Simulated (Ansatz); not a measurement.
The inner images of a band of CH4AlF + H2 (9 atoms, charge 0, multiplicity 1) are given out of order.

The calculation used Ansatz 0.2.0, RKS LDA/6-31G*.

Initial state:

```xyz
9
Properties=species:S:1:pos:R:3
Al 0.006 -0.005 0.354
C 0.061 0.254 2.274
H -0.869 -0.103 2.755
H 0.917 -0.256 2.750
H 0.156 1.331 2.514
F 1.436 -0.065 -0.487
H -1.313 0.024 -0.553
H -0.521 -2.190 0.308
H -0.188 -2.134 1.007
```

Final state:

```xyz
9
Properties=species:S:1:pos:R:3
Al -0.112 -0.545 -0.159
C -0.015 -0.205 2.372
H -0.904 0.400 2.600
H 0.561 -0.421 3.287
H 0.666 0.358 1.699
F 1.211 0.440 -0.400
H -1.550 0.146 -0.237
H 0.150 -2.122 -0.215
H -0.323 -1.197 1.975
```

**Question.** Put them in order from the first end to the last, with their energies above the first end.
A.
```xyz
9
Properties=species:S:1:pos:R:3
Al -0.098 -0.535 -0.150
C -0.020 -0.176 2.364
H -1.027 0.015 2.762
H 0.693 -0.444 3.159
H 0.367 0.729 1.858
F 1.345 0.208 -0.498
H -1.445 0.288 -0.385
H -0.072 -2.122 0.060
H -0.059 -1.106 1.750
```
B.
```xyz
9
Properties=species:S:1:pos:R:3
Al -0.030 0.010 0.332
C 0.038 0.233 2.257
H -0.952 0.034 2.709
H 0.779 -0.426 2.744
H 0.315 1.271 2.521
F 1.387 -0.002 -0.533
H -1.363 0.020 -0.553
H -0.348 -2.240 0.360
H -0.142 -2.043 1.082
```
C.
```xyz
9
Properties=species:S:1:pos:R:3
Al -0.057 -0.141 0.237
C -0.005 0.021 2.199
H -1.020 -0.010 2.640
H 0.671 -0.575 2.843
H 0.363 1.058 2.255
F 1.378 0.054 -0.569
H -1.439 0.123 -0.510
H -0.142 -2.071 0.569
H -0.064 -1.603 1.259
```
D.
```xyz
9
Properties=species:S:1:pos:R:3
Al -0.068 -0.282 0.133
C -0.022 -0.089 2.204
H -1.031 -0.045 2.649
H 0.672 -0.579 2.909
H 0.355 0.955 2.122
F 1.388 0.104 -0.550
H -1.460 0.156 -0.481
H -0.111 -2.003 0.530
H -0.039 -1.361 1.404
```
E.
```xyz
9
Properties=species:S:1:pos:R:3
Al -0.047 -0.030 0.292
C 0.015 0.143 2.222
H -1.000 0.033 2.649
H 0.694 -0.541 2.766
H 0.361 1.169 2.437
F 1.366 0.012 -0.577
H -1.406 0.076 -0.544
H -0.204 -2.185 0.496
H -0.096 -1.822 1.180
```
F.
```xyz
9
Properties=species:S:1:pos:R:3
Al -0.087 -0.442 -0.027
C -0.019 -0.162 2.273
H -1.029 -0.055 2.695
H 0.694 -0.554 3.010
H 0.358 0.848 2.000
F 1.373 0.152 -0.537
H -1.468 0.222 -0.442
H -0.109 -2.033 0.348
H -0.030 -1.119 1.600
```
G.
```xyz
9
Properties=species:S:1:pos:R:3
Al -0.103 -0.554 -0.165
C -0.023 -0.190 2.375
H -1.001 0.196 2.698
H 0.637 -0.374 3.239
H 0.491 0.553 1.733
F 1.296 0.312 -0.408
H -1.477 0.250 -0.296
H 0.020 -2.149 -0.155
H -0.156 -1.188 1.899
```

**Answer.** B (+0.7 kJ/mol), E (+9.1 kJ/mol), C (+43.9 kJ/mol), D (+87.2 kJ/mol), F (+15.0 kJ/mol), A (-28.3 kJ/mol), G (-36.7 kJ/mol).

Time of the run: 42 s on 1 thread of Intel(R) Xeon(R) 6975P-C (Granite Rapids) (shared host), peak memory 0.13 GiB.
